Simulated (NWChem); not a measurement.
Species: SiH$_{2}$, singlet; SMILES [SiH2]

Program: NWChem. Low-valent species are run as closed-shell singlets; no triplet was tried in these runs. Coordinates come from a B3LYP/6-31G* (spherical d) optimisation. Ions are spin-unrestricted doublets at the neutral geometry; other ion states weren't tried.

Task: What does the run give for LDA (Slater exchange, VWN5)/aug-cc-pVDZ? Quantities: vertical ionisation energy, ΔSCF (eV); −ε(HOMO) (eV).

Result: 
```yaml
vertical ionisation energy, ΔSCF (eV): 9.49
"−ε(HOMO) (eV)": 5.89
```
